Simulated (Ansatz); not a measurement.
# H4NSSi radical: small, medium and large basis sets

The task here is to estimate one member of a computed series from the others.

Program: Ansatz 0.2.0, Gaussian basis. Level of theory: one geometry, several basis sets. These are calculated values, not measurements.

The runs, in order: PBE0-D4/def2-SVP; ωB97M-V/def2-SVP; PBE0-D4/def2-QZVPP; ωB97M-V/def2-QZVPP; the functionals' def2-TZVPP values are taken from earlier runs.

## The relaxed structure

An earlier PBE0-D4 in a triple-zeta def2 set relaxation fixed the geometry.

SMILES `N[SiH2][S]`, 7 atoms, charge 0, spin multiplicity 2.

Atoms are counted from 1 here; the program's logs count them from 0.

Bond lengths: N1–Si2 1.724 Å, N1–H4 1.009 Å, N1–H5 1.009 Å, Si2–S3 2.122 Å, Si2–H6 1.483 Å, Si2–H7 1.483 Å. Angles: Si2–N1–H4 119.1°, Si2–N1–H5 119.1°, H4–N1–H5 110.8°, N1–Si2–S3 104.9°, N1–Si2–H6 108.6°, N1–Si2–H7 108.6°, S3–Si2–H6 112.0°, S3–Si2–H7 112.0°, H6–Si2–H7 110.4°.

The first run:

in.yaml

```yaml
crystal:
  periodic: [false, false, false]
  atoms:
    - {symbol: N, position_ang: [-0.745341, 0.024725, -0.769623]}
    - {symbol: Si, position_ang: [0.651736, -0.008032, 0.239518]}
    - {symbol: S, position_ang: [-0.104187, -0.184264, 2.214986]}
    - {symbol: H, position_ang: [-1.342441, 0.837576, -0.753391]}
    - {symbol: H, position_ang: [-1.289676, -0.817285, -0.880250]}
    - {symbol: H, position_ang: [1.406504, 1.253475, 0.044818]}
    - {symbol: H, position_ang: [1.484605, -1.174195, -0.141758]}
basis:
  gaussian: {orbitals: def2-SVP}
magnetization: {spin_polarized: true, initial_magnetization: 1}
hamiltonian: {xc: pbe0, dispersion: d4}
output: {orbitals: {seedname: orbitals}}
```

Among the steps run: PBE0-D4 in def2-SVP; ωB97M-V in def2-SVP; PBE0-D4 in def2-QZVPP; ωB97M-V in def2-QZVPP.

One of the session's tables, all rows but one given; the rest of the session is left out.

It belongs to the step «Density functionals: the series». 

```
functional       basis  HOMO (eV)  LUMO (eV)
   PBE0-D4    def2-SVP      -6.84      -4.16
   PBE0-D4  def2-TZVPP          ?          ?
   PBE0-D4  def2-QZVPP      -7.11      -4.33
   ωB97M-V    def2-SVP      -9.07      -2.12
   ωB97M-V  def2-TZVPP      -9.31      -2.35
   ωB97M-V  def2-QZVPP      -9.36      -2.42
```

**Question.** Estimate the row for PBE0-D4, def2-TZVPP.

The run gave: HOMO (eV): -7.06; LUMO (eV): -4.29. In the column «HOMO (eV)» it lies between PBE0-D4, def2-QZVPP (-7.11) and PBE0-D4, def2-SVP (-6.84).
